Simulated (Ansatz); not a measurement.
BeAu (P2_13)

Method: DFT PBEsol, scalar-relativistic, plane waves, PAW (Ansatz 0.2.0).

Plane waves to 420 eV, a k mesh through Γ of 8×8×8 on the computed 8-atom cell and Gaussian smearing (0.10 eV); no spin polarisation.

The structure is relaxed at this level of theory with its symmetry kept. Whether it is the stable form of this composition wasn't checked.

```cif
data_structure
_symmetry_space_group_name_H-M 'P 1'
_symmetry_Int_Tables_number 1
_cell_length_a 4.6588
_cell_length_b 4.6588
_cell_length_c 4.6588
_cell_angle_alpha 90.000
_cell_angle_beta 90.000
_cell_angle_gamma 90.000
_cell_volume 101.12
loop_
_atom_site_label
_atom_site_type_symbol
_atom_site_fract_x
_atom_site_fract_y
_atom_site_fract_z
_atom_site_occupancy
Be1 Be 0.84584 0.84584 0.84584 1
Be2 Be 0.65416 0.15416 0.34584 1
Be3 Be 0.34584 0.65416 0.15416 1
Be4 Be 0.15416 0.34584 0.65416 1
Au1 Au 0.15276 0.15276 0.15276 1
Au2 Au 0.34724 0.84724 0.65276 1
Au3 Au 0.65276 0.34724 0.84724 1
Au4 Au 0.84724 0.65276 0.34724 1
```

Q: Formation energy from the elements' standard states (uncorrected)?

A: -0.202 eV/atom.

Q: Density of states at the Fermi level?

A: 2.22 states/eV per cell.

Q: Bulk modulus?

A: 166 GPa.

Q: Its pressure derivative?

A: 4.9.

Q: Bader charges (e)?

A: Be (4 in the cell) 1.51, Au (4 in the cell) -1.51.

Spin-orbit coupling is left out, which matters for the bands of heavy elements.